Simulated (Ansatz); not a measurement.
fcc Pd, treated with PBE-D4 (PAW; Ansatz, an electronic-structure program).

Run with plane-wave cutoff 520 eV, 24×24×24 k mesh, Fermi–Dirac smearing 0.05 eV, scalar-relativistic PAW data made under PBE.

Cell (relaxed at this level):

```
Pd
1.0
    0.00000     1.95363     1.95363
    1.95363     0.00000     1.95363
    1.95363     1.95363     0.00000
Pd
1
Direct
  0.00000   0.00000   0.00000
```

Question: What does this level give for the bulk modulus B0 and pressure derivative B′ of the bulk modulus?

Answer: 
bulk modulus B0: 185 GPa
pressure derivative B′ of the bulk modulus: 5.5

The run finds no gap.

Measured, for comparison: bulk modulus 195 GPa (zero-point energy and finite temperature contributions removed, our sources range from 187 to 198; as tabulated in doi:10.1021/acs.jctc.3c00612). Computed (rounded) less measured: bulk modulus -5 % (-1 % to -7 % over the range).

The computed numbers hold no vibrational or temperature effects.
